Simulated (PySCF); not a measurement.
Job for PySCF: R-B3LYP/6-311+G** on C2H6 (SMILES CC).

```python
from pyscf import gto, scf, dft, mp
from pyscf.data.elements import chemcore

mol = gto.M(
    atom='''
    C     0.00000000   -0.00000000    0.76143405
    C    -0.00000000   -0.00000000    2.28821715
    H    -0.61711193   -0.80824397    0.36571527
    H    -0.39140385    0.93855659    0.36571527
    H     1.00851577   -0.13031262    0.36571527
    H    -1.00891703    0.13031295    2.68258296
    H     0.39160418   -0.93890425    2.68258296
    H     0.61731284    0.80859130    2.68258296
    ''',
    basis='6-311+g**',
    charge=0, spin=0, verbose=3, max_memory=1800)
mf = dft.RKS(mol, xc='b3lyp')
mf.conv_tol = 1e-8
mf.max_cycle = 100
mf.kernel()
if not mf.converged:
    mf = mf.newton().run(mf.mo_coeff, mf.mo_occ)
```

Give the final energy of this run.

-79.8565 hartree.
